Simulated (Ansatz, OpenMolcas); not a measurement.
# AlHCl2 (SMILES [H][Al]([Cl])[Cl]): methods side by side

AlHCl2: 4 atoms, total charge 0, spin state singlet. SMILES: `[H][Al]([Cl])[Cl]`. The shape comes from GFN2-xTB, which is rough for such elements, and wasn't checked as a minimum.

```
atom    x (Å)    y (Å)    z (Å)
  Al  -0.0478  -0.0807  -0.0004
  Cl   1.9719  -0.1826   0.0143
  Cl  -1.0957   1.6499  -0.0158
   H  -0.8284  -1.3866   0.0020
```

Quantity: the energy change with the Al1–Cl2 bond stretched from 2.022 to 4.044 Å, in eV. The values are calculated.

| level | kind | program | value (eV) | less FCI/STO-3G | CPU time (all runs) |
| --- | --- | --- | --- | --- | --- |
| HF/STO-3G (restricted) | Hartree–Fock | Ansatz | 7.27 | +1.73 | 0.4 s |
| SVWN5/STO-3G (restricted) | LDA | Ansatz | 5.71 | +0.17 | 2.2 s |
| BLYP/STO-3G (restricted) | GGA | Ansatz | 5.16 | -0.38 | 3.3 s |
| M06-2X/STO-3G (restricted) | hybrid meta-GGA | OpenMolcas | 6.43 | +0.89 | 11 s |
| HSE06/STO-3G (restricted) | range-separated hybrid | Ansatz | 5.97 | +0.43 | 3.8 s |
| MP2/STO-3G (restricted) | perturbation theory | Ansatz | 6.60 | +1.06 | 0.65 s |
| CASPT2(2,2)/STO-3G | multireference | OpenMolcas | 5.66 | +0.12 | 3.4 s |
| CASSCF(2,2)/STO-3G | multireference | OpenMolcas | 5.69 | +0.15 | 4 s |
| CISD/STO-3G (restricted) | coupled cluster or CI | OpenMolcas | 5.91 | +0.37 | 3.7 s |
| FCI/STO-3G | exact in the basis | OpenMolcas | 5.54 | 0.00 | 3.1 min |

FCI/STO-3G is exact within its basis and frozen core, so for wave-function methods in that basis the difference is their error; functionals converge differently with the basis, so for them it is only a difference. Spin-restricted single references rise too steeply as a bond breaks, Hartree–Fock most of all. The first shape isn't each level's own minimum. The values span 5.16 to 7.27 eV. All rows use very small basis sets, so even the best lies far from the true value. Times are those of the runs behind each value, whatever else they computed, on shared processors of several kinds: orders of magnitude only.
